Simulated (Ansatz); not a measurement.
FH2NSi (`N[Si]F`), relaxed with RKS PBE-D4/def2-SVP in Ansatz from a rough embedded geometry. The force threshold is 0.03 eV/Å; the program also tests the step.

The species carries charge 0 and has multiplicity 1.

Start:

```xyz
5

N    -0.258   -0.446   -0.579
Si   -0.576   -0.229    1.020
F     0.469    0.885    1.415
H    -0.356    0.496   -1.096
H     0.722   -0.706   -0.760
```

(1) How much energy does the relaxation release, and in how many steps? (Best estimate.)

(2) Which bonds change most? (An estimate is asked.)

(3) Give the relaxed structure. (Estimate.)

Results:

(1) The calculation gave: 113.69 kJ/mol, in 10 steps, 1 of them rejected.

(2) Ansatz gave: N1–Si2 from 1.645 to 1.731 Å; Si2–F3 from 1.578 to 1.663 Å; N1–H4 from 1.079 to 1.027 Å; N1–H5 from 1.030 to 1.024 Å.

(3) The calculation gave: 
```xyz
5

N     0.036   -0.287   -0.533
Si   -0.069   -0.422    1.189
F    -0.110    1.203    1.541
H     0.058    0.605   -1.042
H     0.084   -1.099   -1.155
```
